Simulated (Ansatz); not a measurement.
Does KNaCl2 in R-3m form from KCl and NaCl?

Plane-wave DFT in Ansatz with scalar-relativistic PAW potentials, cutoff 500 eV, Γ-centred meshes chosen by cell and gap, Gaussian smearing with energies taken to zero width. Every cell was relaxed (cell and atoms) in a run of its own, within the symmetry of its start. Functional: r2SCAN.

The ternary relaxed to R-3m, 4 atoms in the computed cell, a = 4.185 Å, c = 20.851 Å; sites (symmetry × multiplicity) K -3m × 3, Na -3m × 3, Cl 3m × 6.

Total energies hold large constants for each element; a whole number of eV per atom of each element is taken off below, which cancels in a balanced reaction.

| compound | lowest structure computed | structures tried | V (Å³/atom) | gap on mesh (eV) | E (eV per formula unit, common shift removed) |
| --- | --- | --- | --- | --- | --- |
| KNaCl2 | R-3m | 1 | 26.35 | 5.80 | -7.7239 |
| KCl | Fm-3m | 1 | 31.09 | 5.83 | -4.4731 |
| NaCl | Fm-3m | 2 | 22.05 | 5.97 | -3.3276 |

Question: Balance the reaction and work out its energy at 0 K.

Answer: The balance is KCl + NaCl → KNaCl2. ΔE = 0.077 eV per formula unit, 19.2 meV/atom, and the volume changes by -0.8 %. This form of the ternary lies above these binaries, so at 0 K it is at best metastable, by at least this much: a few tens of meV per atom are within reach of entropy at synthesis temperatures (k_BT is 86 meV at 1000 K), though mixing entropy favours a disordered solid solution, not this ordered cell. Against the elements it is bound by 2.15 eV/atom, 112 times the size of this reaction energy: the binaries together are bound more strongly still, and stability is decided by the small difference. A lower form of a binary that wasn't tried would raise the value, and a lower form of the ternary would lower it.